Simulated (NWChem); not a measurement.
System: Li, doublet

Here is an NWChem input.

```
start job
memory heap 200 mb stack 900 mb global 1100 mb
geometry units angstroms noautosym nocenter noautoz
  Li     0.000000     0.000000     0.000000
end
basis spherical
  * library def2-tzvp
end
dft
  odft
  mult 2
  xc xcamb88 1.00 lyp 0.81 vwn_5 0.19 hfexch 1.00
  cam 0.33 cam_alpha 0.19 cam_beta 0.46
  iterations 150
end
property
  hyperfine
end
task dft property
```

No stability test was run on the SCF state.

Fermi-contact couplings, non-relativistic, static geometry.

Atoms are numbered as in the input.

Task: Give the results of this calculation. (CAM-B3LYP/def2-TZVP, spin-unrestricted, contact and dipolar terms.) Quantities: basis functions; A(iso) 7Li atom 1 (MHz); <S²>.

Result: 
```
Item                       Value
-------------------------  -----
number of basis functions     14
A(iso) 7Li atom 1 (MHz)      459
<S²>                       0.750
```
